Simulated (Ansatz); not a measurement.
Rock-salt HfC was calculated with HSE06-D3(BJ) (plane waves, PAW; Ansatz, a first-principles code).

Settings: plane-wave cutoff 460 eV, 10×10×10 k mesh, Fermi–Dirac smearing 0.05 eV, scalar-relativistic PAW data made under PBE.

Computed at the level's own relaxed cell.

### Question
Predict the equilibrium volume per atom, bulk modulus, equilibrium lattice constant a and pressure derivative B′ of the bulk modulus.

### Answer

* **equilibrium volume per atom**: 12.16 Å³/atom
* **bulk modulus**: 260 GPa
* **equilibrium lattice constant a**: 4.599 Å
* **pressure derivative B′ of the bulk modulus**: 3.9

Measured, for comparison: equilibrium volume per atom 12.47 Å³/atom, lattice constant a 4.638 Å (temperature not stated, not corrected to a static lattice; as tabulated in Zhang et al. (2018), doi:10.1088/1367-2630/aac7f0); bulk modulus 242 GPa (room temperature, not corrected to a static lattice, our sources range from 242 to 286; as tabulated in Synthesis of Binary Transition Metal Nitrides, Carbides and Borides from the …). Computed (rounded) less measured: equilibrium volume per atom -2.5 %, bulk modulus not scored (sources differ), lattice constant a -0.8 %. A static lattice is as a rule a little smaller and stiffer than an uncorrected measurement, which narrows the difference in the lattice constant a and would widen misses of the other sign.

Spin–orbit coupling is not included.

The computed numbers hold no vibrational or temperature effects.
